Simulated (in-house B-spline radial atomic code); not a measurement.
# Xe: starting-point dependence of G0W0 and RPA, part 2 of 2

G0W0 and RPA are one-shot methods. How much does the choice of start matter for Xe?

An in-house B-spline radial atomic code; all electrons, non-relativistic, point nucleus. Records are in hartree. The steps go on from the part before.

## (12) CAM-B3LYP start

Settings of the run:

```ini
Z = 54
electrons = 54.0
configuration = [Kr] 4d10 5s2 5p6
hamiltonian = nr
method = camb3lyp
lmax = 9
spin_polarised = False
box_radius = 40.0
intervals = 57
```

Results of the run:

```text
{
  "status": "converged",
  "energies [hartree]": {
    "mean_field": -7235.114005,
    "exx_total": -7232.115072,
    "exchange": -179.0453906,
    "rpa": -4.0295817,
    "rpa_summed": -3.9623007,
    "direct_second_order": -4.5831281,
    "second_order_exchange": 1.2424595,
    "sosex": 1.1598026
  },
  "rpa_by_multipole [hartree]": [-0.670759, -1.50148, -0.718546, -0.499482, -0.26437, -0.159576, -0.0779649, -0.0429161, -0.0184484, -0.0068636, -0.00163333, -0.000262409],
  "polarisability [bohr^3: independent particles, RPA]": [33.8556, 20.2335],
  "gap [hartree]": 0.4002159,
  "levels [hartree]": [
    {"name": "5p", "occ": 1, "e": -0.4003238, "sx": -0.6832451, "vxc": -0.6329328, "sc": -0.01813589, "z": 0.9172928, "qp": -0.4699524, "tail": -0.001180368}
  ]
}
```

Wall time 3.3 s (1 thread, shared host).

Highest level 5p: -10.89 eV in the start, -12.79 eV after G0W0, weight 0.92.

## (13) LC-ωPBE start

The settings differ from step 12 so:

```diff
@@ -4,3 +4,3 @@
 hamiltonian = nr
-method = camb3lyp
+method = lc_wpbe
 lmax = 9
```

Results of the run:

```text
{
  "status": "converged",
  "energies [hartree]": {
    "mean_field": -7234.153149,
    "exx_total": -7232.112496,
    "exchange": -179.0366567,
    "rpa": -4.0185679,
    "rpa_summed": -3.9511794,
    "direct_second_order": -4.5548491,
    "second_order_exchange": 1.2346597,
    "sosex": 1.1553266
  },
  "rpa_by_multipole [hartree]": [-0.67008, -1.49392, -0.716504, -0.498144, -0.264414, -0.159783, -0.0780993, -0.0429874, -0.018478, -0.00687219, -0.0016367, -0.000262801],
  "polarisability [bohr^3: independent particles, RPA]": [28.0148, 17.436],
  "gap [hartree]": 0.456631,
  "levels [hartree]": [
    {"name": "5p", "occ": 1, "e": -0.4532691, "sx": -0.6885623, "vxc": -0.694193, "sc": -0.02310234, "z": 0.9357695, "qp": -0.4719513, "tail": -0.001210554}
  ]
}
```

Wall time 3.6 s (1 thread, shared host).

The 5p level moves from -12.33 to -12.84 eV (weight 0.94).

## (14) ωB97X start

The settings differ from step 13 so:

```diff
@@ -4,3 +4,3 @@
 hamiltonian = nr
-method = lc_wpbe
+method = wb97x
 lmax = 9
```

Results of the run:

```text
{
  "status": "converged",
  "energies [hartree]": {
    "mean_field": -7234.946483,
    "exx_total": -7232.118486,
    "exchange": -179.0578453,
    "rpa": -4.0031845,
    "rpa_summed": -3.9359296,
    "direct_second_order": -4.5363112,
    "second_order_exchange": 1.2306797,
    "sosex": 1.1515398
  },
  "rpa_by_multipole [hartree]": [-0.666464, -1.48913, -0.713692, -0.49623, -0.263301, -0.159181, -0.07786, -0.0428787, -0.0184329, -0.00685925, -0.00163316, -0.000262605],
  "polarisability [bohr^3: independent particles, RPA]": [29.5081, 18.204],
  "gap [hartree]": 0.4410349,
  "levels [hartree]": [
    {"name": "5p", "occ": 1, "e": -0.4370802, "sx": -0.6829005, "vxc": -0.6687683, "sc": -0.02160155, "z": 0.932276, "qp": -0.4740082, "tail": -0.001194337}
  ]
}
```

Wall time 3.2 s (1 thread, shared host).

Highest level 5p: -11.89 eV in the start, -12.90 eV after G0W0, weight 0.93.

## (15) PBEsol start

The settings differ from step 14 so:

```diff
@@ -4,3 +4,3 @@
 hamiltonian = nr
-method = wb97x
+method = pbesol
 lmax = 9
```

Results of the run:

```text
{
  "status": "converged",
  "energies [hartree]": {
    "mean_field": -7231.418622,
    "exx_total": -7232.102451,
    "exchange": -178.9891373,
    "rpa": -4.1625531,
    "rpa_summed": -4.0948136,
    "direct_second_order": -4.8102538,
    "second_order_exchange": 1.2999638,
    "sosex": 1.2011521
  },
  "rpa_by_multipole [hartree]": [-0.689623, -1.56126, -0.743508, -0.516958, -0.270969, -0.162747, -0.0789798, -0.0433348, -0.0186103, -0.00691334, -0.00164349, -0.000263469],
  "polarisability [bohr^3: independent particles, RPA]": [47.5033, 24.8867],
  "gap [hartree]": 0.2916607,
  "levels [hartree]": [
    {"name": "5p", "occ": 1, "e": -0.3048348, "sx": -0.6838277, "vxc": -0.5404719, "sc": -0.005098734, "z": 0.8472411, "qp": -0.4544033, "tail": -0.001113895}
  ]
}
```

Run time: 2.7 s. Hardware: 1 thread, shared host.

Highest level 5p: -8.29 eV in the start, -12.36 eV after G0W0, weight 0.85.

## (16) BLYP start

The settings differ from step 15 so:

```diff
@@ -4,3 +4,3 @@
 hamiltonian = nr
-method = pbesol
+method = b88,lyp
 lmax = 9
```

Results of the run:

```text
{
  "status": "converged",
  "energies [hartree]": {
    "mean_field": -7234.861619,
    "exx_total": -7232.10332,
    "exchange": -179.0213761,
    "rpa": -4.1619674,
    "rpa_summed": -4.0942647,
    "direct_second_order": -4.8097975,
    "second_order_exchange": 1.2997666,
    "sosex": 1.200914
  },
  "rpa_by_multipole [hartree]": [-0.690277, -1.56111, -0.74328, -0.51653, -0.270769, -0.162651, -0.0789318, -0.043308, -0.0185949, -0.00691001, -0.00164214, -0.000263443],
  "polarisability [bohr^3: independent particles, RPA]": [49.5452, 26.1106],
  "gap [hartree]": 0.278182,
  "levels [hartree]": [
    {"name": "5p", "occ": 1, "e": -0.29767, "sx": -0.6807091, "vxc": -0.5267932, "sc": -0.001449223, "z": 0.8326346, "qp": -0.4541214, "tail": -0.001086249}
  ]
}
```

It took 3 s on 1 thread, shared host.

The 5p level moves from -8.10 to -12.36 eV (weight 0.83).

## (17) r2SCAN0 start

The settings differ from step 16 so:

```diff
@@ -4,3 +4,3 @@
 hamiltonian = nr
-method = b88,lyp
+method = r2scan0
 lmax = 9
```

Results of the run:

```text
{
  "status": "converged",
  "energies [hartree]": {
    "mean_field": -7234.868002,
    "exx_total": -7232.128358,
    "exchange": -179.0802447,
    "rpa": -4.0198339,
    "rpa_summed": -3.9532168,
    "direct_second_order": -4.584271,
    "second_order_exchange": 1.243487,
    "sosex": 1.1583991
  },
  "rpa_by_multipole [hartree]": [-0.663929, -1.5049, -0.717302, -0.498867, -0.26294, -0.158516, -0.0773048, -0.042518, -0.0182686, -0.00679536, -0.00161701, -0.000260012],
  "polarisability [bohr^3: independent particles, RPA]": [37.3272, 21.0377],
  "gap [hartree]": 0.3615236,
  "levels [hartree]": [
    {"name": "5p", "occ": 1, "e": -0.3598452, "sx": -0.6823769, "vxc": -0.5928735, "sc": -0.01527044, "z": 0.9033728, "qp": -0.465759, "tail": -0.001139995}
  ]
}
```

It took 3.2 s on 1 thread, shared host.

Highest level 5p: -9.79 eV in the start, -12.67 eV after G0W0, weight 0.90.

## (18) Exchange-only LDA start

The settings differ from step 17 so:

```diff
@@ -4,3 +4,3 @@
 hamiltonian = nr
-method = r2scan0
+method = lda,
 lmax = 9
```

Results of the run:

```text
{
  "status": "converged",
  "energies [hartree]": {
    "mean_field": -7223.657211,
    "exx_total": -7232.087037,
    "exchange": -178.8760765,
    "rpa": -4.1641574,
    "rpa_summed": -4.0965565,
    "direct_second_order": -4.8142735,
    "second_order_exchange": 1.3002645,
    "sosex": 1.2010903
  },
  "rpa_by_multipole [hartree]": [-0.693989, -1.56132, -0.743045, -0.515961, -0.27043, -0.162392, -0.078808, -0.0432409, -0.0185649, -0.00690017, -0.00163933, -0.000263024],
  "polarisability [bohr^3: independent particles, RPA]": [51.3976, 27.1302],
  "gap [hartree]": 0.2615455,
  "levels [hartree]": [
    {"name": "5p", "occ": 1, "e": -0.2656901, "sx": -0.6772292, "vxc": -0.4841114, "sc": 0.007391139, "z": 0.7906022, "qp": -0.4524407, "tail": -0.001023963}
  ]
}
```

Wall time 4.2 s (1 thread, shared host).

The 5p level moves from -7.23 to -12.31 eV (weight 0.79).

## (19) All runs in one table

| start | level | mean field (eV) | G0W0 (eV) | weight | RPA (hartree) | RPA+SOSEX (hartree) | α, direct RPA (bohr³) | time | miss (eV) |
| --- | --- | --- | --- | --- | --- | --- | --- | --- | --- |
| Hartree-Fock | 5p | -12.44 | -13.05 | 0.942 | -3.80553 | -2.70860 | 17.42 | 3 s | +0.921 |
| LDA (VWN5) | 5p | -8.43 | -12.37 | 0.851 | -4.16645 | -2.96481 | 25.07 | 2.9 s | +0.243 |
| PBE | 5p | -8.29 | -12.37 | 0.844 | -4.16026 | -2.95944 | 25.23 | 2.9 s | +0.243 |
| PBE0 | 5p | -9.57 | -12.61 | 0.893 | -4.06007 | -2.88916 | 22.11 | 2.7 s | +0.478 |
| r2SCAN | 5p | -8.63 | -12.52 | 0.875 | -4.09741 | -2.91631 | 22.89 | 2.9 s | +0.395 |
| HSE06 | 5p | -9.15 | -12.57 | 0.880 | -4.07134 | -2.89649 | 23.17 | 3 s | +0.436 |
| B3LYP | 5p | -9.29 | -12.58 | 0.882 | -4.08124 | -2.90449 | 23.31 | 2.8 s | +0.454 |
| SCAN | 5p | -8.63 | -12.49 | 0.875 | -4.09496 | -2.91504 | 22.87 | 2.8 s | +0.358 |
| TPSS | 5p | -8.41 | -12.42 | 0.853 | -4.14028 | -2.94556 | 24.39 | 4.3 s | +0.295 |
| BHandHLYP | 5p | -10.66 | -12.78 | 0.915 | -3.96987 | -2.82579 | 20.50 | 4 s | +0.649 |
| CAM-B3LYP | 5p | -10.89 | -12.79 | 0.917 | -4.02958 | -2.86978 | 20.23 | 3.3 s | +0.658 |
| LC-ωPBE | 5p | -12.33 | -12.84 | 0.936 | -4.01857 | -2.86324 | 17.44 | 3.6 s | +0.713 |
| ωB97X | 5p | -11.89 | -12.90 | 0.932 | -4.00318 | -2.85164 | 18.20 | 3.2 s | +0.769 |
| PBEsol | 5p | -8.29 | -12.36 | 0.847 | -4.16255 | -2.96140 | 24.89 | 2.7 s | +0.235 |
| BLYP | 5p | -8.10 | -12.36 | 0.833 | -4.16197 | -2.96105 | 26.11 | 3 s | +0.227 |
| r2SCAN0 | 5p | -9.79 | -12.67 | 0.903 | -4.01983 | -2.86143 | 21.04 | 3.2 s | +0.544 |
| exchange-only LDA | 5p | -7.23 | -12.31 | 0.791 | -4.16416 | -2.96307 | 27.13 | 4.2 s | +0.182 |

The miss is the G0W0 removal energy (the level with its sign changed) less the measured ionisation energy, 12.130 eV. Times are single runs on a shared host.

## (20) Summary of results

What follows sums up all 2 parts.

```
                                       quantity                                                          value
highest level, mean field (range over the runs)                                             -12.44 to -7.23 eV
      highest level, G0W0 (range over the runs)                                            -13.05 to -12.31 eV
                         RPA correlation energy                                       -4.166 to -3.806 hartree
                                      RPA+SOSEX                                     -2.9648 to -2.7086 hartree
          measured ionisation energy (5p shell)  12.130 eV (NIST Atomic Spectra Database, ionization energies)
            G0W0 removal energy less that value                                            +0.182 to +0.921 eV
```

In words: G0W0 turns a spread of 5.21 eV among the starts into one of 0.74 eV, 14 % of it. Semilocal starts leave the level too high; G0W0 lowers it by 3.9 to 5.1 eV. The RPA energy is largest in size on LDA (VWN5) and smallest on Hartree-Fock, 8.7 % apart; over the runs it loosely follows the gap of the start, as smaller excitation energies give more correlation. The measured ionisation energy is 12.130 eV; G0W0 misses it by +0.18 eV at best (on exchange-only LDA) and +0.92 eV at worst (on Hartree-Fock). Relativity is left out, and for this shell its effect can be as large as the miss, so the comparison tests the Hamiltonian as much as the method. Read as a removal energy, the bare PBE level is off by -3.84 eV (-32 %) and the nearest bare level, LC-ωPBE's, by +0.204 eV. For so heavy an element the non-relativistic levels are a model, not the real atom's.
